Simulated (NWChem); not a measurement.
System: Be

Excerpt of the output:

```
             Northwest Computational Chemistry Package (NWChem) 7.3.0
             --------------------------------------------------------

                             Geometry "geometry" -> ""
                             -------------------------

 Output coordinates in angstroms (scale by  1.889725989 to convert to a.u.)

  No.       Tag          Charge          X              Y              Z
 ---- ---------------- ---------- -------------- -------------- --------------
    1 Be                   4.0000     0.00000000     0.00000000     0.00000000

 Effective nuclear repulsion energy (a.u.)       0.0000000000

                                 NWChem DFT Module
                                 -----------------

 Summary of "ao basis" -> "ao basis" (spherical)
 ------------------------------------------------------------------------------
       Tag                 Description            Shells   Functions and Types
 ---------------- ------------------------------  ------  ---------------------
 Be                          6-31g*                  6       14   3s2p1d

            General Information
            -------------------
          SCF calculation type: DFT
          Wavefunction type:  closed shell.
          No. of atoms     :     1
          No. of electrons :     4
           Alpha electrons :     2
            Beta electrons :     2
          Charge           :     0
          Spin multiplicity:     1
          Use of symmetry is: off; symmetry adaption is: off
          Maximum number of iterations: 150
          AO basis - number of functions:    14
                     number of shells:     6
          Convergence on energy requested:  1.00D-06
          Convergence on density requested:  1.00D-05
          Convergence on gradient requested:  5.00D-04

              XC Information
              --------------
                         MN15 Method XC Functional
                     Hartree-Fock (Exact) Exchange  0.440
                          MN15 Exchange Functional  1.000
                        MN15 Correlation Potential  1.000

             Grid Information
             ----------------
          Grid used for XC integration:  xcoarse
          Radial quadrature: Mura-Knowles
          Angular quadrature: Lebedev.
          Tag              B.-S. Rad. Rad. Pts. Rad. Cut. Ang. Pts.
          ---              ---------- --------- --------- ---------
          Be                  1.05       21           5.0       194
          Grid pruning is: on
          Number of quadrature shells:    21
          Spatial weights used:  Erf1

      Superposition of Atomic Density Guess
      -------------------------------------

 Sum of atomic energies:         -14.56676403

      Non-variational initial energy
      ------------------------------

 Total energy =     -14.566764
 1-e energy   =     -19.117157
 2-e energy   =       4.550393
 HOMO         =      -0.301295
 LUMO         =       0.082435

     ---------------------------------------------
      Total Density - Mulliken Population Analysis
     ---------------------------------------------

    Atom       Charge   Shell Charges
 -----------   ------   -------------------------------------------------------
    1 Be   4     4.00   2.00  0.53  0.00  1.47  0.00  0.00

   convergence    iter        energy       DeltaE   RMS-Dens  Diis-err
 ---------------- ----- ----------------- --------- --------- ---------
 d= 0,ls=0.0,diis     1    -14.6506600188 -1.47D+01  7.40D-03  1.68D-02
 d= 0,ls=0.0,diis     2    -14.6517506048 -1.09D-03  1.61D-03  2.82D-05
 d= 0,ls=0.0,diis     3    -14.6517584310 -7.83D-06  3.35D-04  1.67D-06
 d= 0,ls=0.0,diis     4    -14.6517590406 -6.10D-07  9.21D-07  1.29D-11

         Total DFT energy =      -14.651759040595
      One electron energy =      -19.125940572449
           Coulomb energy =        7.239102008351
    Exchange-Corr. energy =       -2.764920476497
 Nuclear repulsion energy =        0.000000000000

 Numeric. integr. density =        4.000051725048

                       DFT Final Molecular Orbital Analysis
                       ------------------------------------

 Vector    1  Occ=2.000000D+00  E=-4.060746D+00
              MO Center=  1.1D-17, -1.6D-17, -7.0D-19, r^2= 6.7D-02
   Bfn.  Coefficient  Atom+Function         Bfn.  Coefficient  Atom+Function
  ----- ------------  ---------------      ----- ------------  ---------------
     1      0.995844  1 Be s                  2      0.040195  1 Be s

 Vector    2  Occ=2.000000D+00  E=-2.321875D-01
              MO Center= -5.1D-17, -1.9D-16, -8.3D-17, r^2= 2.1D+00
   Bfn.  Coefficient  Atom+Function         Bfn.  Coefficient  Atom+Function
  ----- ------------  ---------------      ----- ------------  ---------------
     6      0.741483  1 Be s                  2      0.309279  1 Be s
     1     -0.232069  1 Be s

 Vector    3  Occ=0.000000D+00  E=-6.062526D-03
              MO Center=  3.6D-17, -3.1D-16,  4.2D-17, r^2= 2.8D+00
   Bfn.  Coefficient  Atom+Function         Bfn.  Coefficient  Atom+Function
  ----- ------------  ---------------      ----- ------------  ---------------
     8      0.615549  1 Be py                 4      0.450702  1 Be py
     7     -0.135680  1 Be px                 3     -0.099344  1 Be px

 Vector    4  Occ=0.000000D+00  E=-6.062526D-03
              MO Center= -1.1D-16,  1.6D-17,  3.1D-17, r^2= 2.8D+00
   Bfn.  Coefficient  Atom+Function         Bfn.  Coefficient  Atom+Function
  ----- ------------  ---------------      ----- ------------  ---------------
     7      0.615428  1 Be px                 3      0.450613  1 Be px
     8      0.135962  1 Be py                 4      0.099550  1 Be py

 Vector    5  Occ=0.000000D+00  E=-6.062526D-03
              MO Center= -5.8D-18, -5.0D-17, -3.0D-16, r^2= 2.8D+00
   Bfn.  Coefficient  Atom+Function         Bfn.  Coefficient  Atom+Function
  ----- ------------  ---------------      ----- ------------  ---------------
     9      0.630143  1 Be pz                 5      0.461387  1 Be pz

     ---------------------------------------------
      Total Density - Mulliken Population Analysis
     ---------------------------------------------

    Atom       Charge   Shell Charges
 -----------   ------   -------------------------------------------------------
    1 Be   4     4.00   2.00  0.58  0.00  1.42  0.00  0.00

     -------------------------------------------
      Total Density - Lowdin Population Analysis
     -------------------------------------------

    Atom       Charge   Shell Charges
 -----------   ------   -------------------------------------------------------
    1 Be   4     4.00   2.00  0.79  0.00  1.21  0.00  0.00

            General Information
            -------------------
          SCF calculation type: DFT
          Wavefunction type:  closed shell.
          No. of atoms     :     1
          No. of electrons :     4
           Alpha electrons :     2
            Beta electrons :     2
          Charge           :     0
          Spin multiplicity:     1
          Use of symmetry is: off; symmetry adaption is: off
          Maximum number of iterations: 150
          AO basis - number of functions:    14
                     number of shells:     6
          Convergence on energy requested:  1.00D-06
          Convergence on density requested:  1.00D-05
          Convergence on gradient requested:  5.00D-04

              XC Information
              --------------
                         MN15 Method XC Functional
                     Hartree-Fock (Exact) Exchange  0.440
                          MN15 Exchange Functional  1.000
                        MN15 Correlation Potential  1.000

             Grid Information
             ----------------
          Grid used for XC integration:  xcoarse
          Radial quadrature: Mura-Knowles
          Angular quadrature: Lebedev.
          Tag              B.-S. Rad. Rad. Pts. Rad. Cut. Ang. Pts.
          ---              ---------- --------- --------- ---------
          Be                  1.05       21           5.0       194
          Grid pruning is: on
          Number of quadrature shells:    21
          Spatial weights used:  Erf1

          Convergence Information
          -----------------------
          Convergence aids based upon iterative change in
          total energy or number of iterations.
          Levelshifting, if invoked, occurs when the
          HOMO/LUMO gap drops below (HL_TOL):  1.00D-02
          DIIS, if invoked, will attempt to extrapolate
          using up to (NFOCK): 10 stored Fock matrices.

                    Damping( 0%)  Levelshifting(0.5)       DIIS
                  --------------- ------------------- ---------------
          dE  on:    start            ASAP                start
          dE off:    2 iters        150 iters           150 iters

                            NWChem DFT Gradient Module
                            --------------------------

  charge          =   0.00
  wavefunction    = closed shell

                         DFT ENERGY GRADIENTS

    atom               coordinates                        gradient
                 x          y          z           x          y          z
   1 Be      0.000000   0.000000   0.000000   -0.000000  -0.000000   0.000000
```

Level: MN15/6-31G* (spherical d). 

### Question
Which NWChem input produces such a log?

### Answer
Several could match; the one computed here: the input that was run:
```
start job
memory heap 200 mb stack 900 mb global 1100 mb
geometry units angstroms noautoz
  Be     0.000000     0.000000     0.000000
end
basis spherical
  Be library 6-31g*
end
dft
  xc mn15
  grid xcoarse
  iterations 150
  mulliken
end
task dft gradient
```
